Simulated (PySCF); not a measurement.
Gas-phase reaction: 4 SiF3 + 3 C → 4 Si + 3 CF4

Method: PySCF energies (xtb for GFN2) plus ideal-gas RRHO corrections (1 bar). 'Table' is the NASA 1993 thermochemical table (part measured, part estimated). After a fit of one offset per element over all species, the range-separated, M06-2X, PBE0/def2-QZVP and CCSD(T)/def2-TZVPP enthalpies, where run, lie to one side of the table for SiF3 (+99 kJ/mol): a fault of the table's entry, another state or a shared error of the levels is possible; this was not checked at source. † marks an energy on the PBE0/def2-TZVP geometry and frequencies; other levels use their own. MP2 and CCSD(T) freeze the core. 6-31G* has spherical d functions here. Open shells (unrestricted): SiF3 (multiplicity 2), C (multiplicity 3, electronic degeneracy 9), Si (multiplicity 3, electronic degeneracy 9); the rest are closed-shell singlets. GFN2 has no spin-polarisation term. Spin-orbit splitting is ignored; it lowers the true energy and changes the entropy of C, Si. B3LYP is the form with VWN-RPA correlation. For this reaction the table lies outside the span of B3LYP, CCSD(T), M06-2X, MP2, PBE0, r2SCAN, ωB97M-V, ωB97X-V in their largest bases here; which side is off was not settled. MP2 isn't extrapolated to the basis-set limit; its ΔH°(298 K) is 402.3 kJ in def2-SVP and 842.0 kJ in def2-TZVPP. CCSD(T) isn't extrapolated to the basis-set limit; its ΔH°(298 K) is 328.3 kJ in def2-SVP and 781.6 kJ in def2-TZVPP. The harmonic model lacks anharmonicity and excited electronic states, which grow with temperature; levels with a mode under 35 cm⁻¹ are left out. The table's entry may be an old estimate for SiF3 (not checked at source).

```
level               ΔH°(298 K), kJ  minus table  ΔG°(1400 K), kJ
------------------  --------------  -----------  ---------------
table                       1192.0            -           1416.1
B3LYP/6-31G*                 454.9       -737.1            681.2
B3LYP/def2-TZVP†             776.5       -415.5           1002.5
CCSD(T)/def2-SVP†            328.3       -863.7            554.4
GFN2-xTB                     -17.2      -1209.2            223.6
HF/6-31G*                    820.2       -371.8           1049.2
MP2/def2-SVP†                402.3       -789.7            628.4
PBE/def2-SVP                 166.2      -1025.8            401.7
LDA/def2-TZVP†               381.4       -810.6            607.5
ωB97M-V/def2-TZVP†           723.7       -468.3            949.7
ωB97X-V/def2-TZVP†           746.1       -445.9            972.1
```
